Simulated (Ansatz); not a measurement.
## HAsF, doublet: reading a ladder of total energies

Geometry: that of the HAsF, quartet, kept fixed. The quartet lies 1.1 eV lower here.

```xyz
3

F     0.0000    0.0000    1.7587
As    0.0000    0.0000   -0.0416
H     0.0000    0.0000   -1.7171
```

Basis cc-pVDZ; Ansatz 0.2.0. Correlated methods freeze the noble-gas cores and the filled d shells of p-block atoms, which leaves 13 electrons in 31 orbitals. Prefix R: restricted or restricted open-shell reference. No spin–orbit coupling is included, and no scalar relativity.

Full CI isn't at hand for all of this; RCCSDTQ serves as the reference, and is uncertain by about the last step of the cluster series.

Runs differ by some tens of microhartree through their thresholds and, for an open shell, their frozen cores, so steps under 0.03 kcal/mol mean nothing.

| level | total energy (hartree) |
| --- | --- |
| RHF | -2334.021527 |
| RMP2 | -2334.317759 |
| RCCSD | -2334.338212 |
| RCCSD(T) | -2334.348366 |
| RCCSDT | -2334.349917 |
| RCCSDT(Q) | -2334.350800 |
| RCCSDTQ | -2334.351049 |

What is the correlation energy at RCCSDTQ, and what share of it do RMP2 and RCCSD recover?

E(corr) = -2334.351049 − (-2334.021527) = -0.329522 hartree = -8.967 eV. RMP2: -0.296232 / -0.329522 = 89.90 %. RCCSD: -0.316685 / -0.329522 = 96.10 %.

By how many kcal/mol does RCCSD(T) miss RCCSDTQ (1 hartree = 627.509 kcal/mol), and which steps make up the rest?

-2334.348366 − (-2334.351049) = 0.002683 hartree = 1.68 kcal/mol. Steps: RCCSDT − RCCSD(T) = -0.97, RCCSDT(Q) − RCCSDT = -0.55, RCCSDTQ − RCCSDT(Q) = -0.16 kcal/mol. Differences between like states or geometries often cancel part of this.
